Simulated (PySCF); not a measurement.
**Question.** What does the PBE0-D3(BJ)/def2-TZVP structure of InChI=1S/C4H7Cl/c5-3-4-1-2-4/h4H,1-3H2 look like in three dimensions?

**Answer.** 
Z-matrix in Å and degrees, rows numbered from 1:
```
Cl
C   1  1.7924
C   2  1.4893  1  111.86
C   3  1.5006  2  118.29  1   152.79
C   3  1.4944  2  119.57  1    83.14
H   2  1.0904  1  106.43  3   121.54
H   2  1.0897  1  106.20  3  -122.53
H   3  1.0842  2  114.73  1   -63.03
H   4  1.0836  3  117.85  5   107.73
H   4  1.0824  3  117.81  5  -108.61
H   5  1.0835  3  117.17  4  -108.15
H   5  1.0820  3  118.11  4   108.54
```

The 3-membered ring C3–C4–C5 has internal angles of 59.8° to 60.2°. Of the pairs four or more bonds apart, H6···H9 is among the closest relative to their van der Waals radii: 2.48 Å, 103 % of the sum of Bondi's values.

Computed with PySCF 2.14.0, PBE0-D3(BJ)/def2-TZVP geometry optimisation, gas phase.

Point group: C1 (no symmetry element, even within 0.4 Å). No PBE0-D3(BJ)/def2-TZVP frequencies stand behind this structure, so it isn't proved a minimum. The numbers are those of one conformer (Cl1–C2–C3–C4 153°).

The run took 52 s on one thread, Intel Xeon Platinum 8488C (x86_64), shared host, and the process peaked at 0.85 GiB of memory. This is the geometry optimisation.
